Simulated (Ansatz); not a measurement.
Results of PBE (Ansatz, an electronic-structure program, PAW) for hcp Zr.

Numerical settings: plane-wave cutoff 520 eV, 18×18×12 k mesh (along the axes of the cell as run), Fermi–Dirac smearing 0.05 eV, scalar-relativistic PAW data made under PBE.

The cell is scaled about its equilibrium volume:

Shape and atoms are relaxed at each volume.

| V (Å³/atom) | P (GPa) | c (Å) | a (Å) |
|---|---|---|---|
| 22.456 | 4.06 | 5.113 | 3.185 |
| 22.924 | 1.94 | 5.141 | 3.209 |
| 23.391 | -0.01 | 5.169 | 3.233 |
| 23.859 | -1.80 | 5.200 | 3.255 |
| 24.327 | -3.44 | 5.230 | 3.278 |

Note: the bulk modulus comes from volumes at which shape and atoms were relaxed.
